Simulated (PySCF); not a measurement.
Stationary points of NO(OH)

All numbers come from PBE in PySCF with N def2-TZVP, O def2-TZVP, H def2-TZVP; no relativity; density-fitted integrals.

Relaxations began from a few typed shapes. The search is not exhaustive: other isomers or separated fragments can lie lower, and high-lying points may rest on an excited occupation.

```csv
spin,group,bonds,angles,imaginary modes (cm⁻¹),ΔE (kJ/mol),ΔE with ZPE (kJ/mol)
singlet,Cs,"N–O 1.171 Å, N–O 1.470 Å, O–H 0.980 Å","H–O–N 101.1°, O–N–O 110.9°",none,0.0,0.0
singlet,Cs,"N–O 1.187 Å, N–O 1.417 Å, O–H 0.991 Å","H–O–N 105.1°, O–N–O 113.8°",none,2.8,2.4
```

The lowest minimum found is the singlet Cs: N–O 1.171 Å, N–O 1.470 Å, O–H 0.980 Å; H–O–N 101.1°, O–N–O 110.9°.
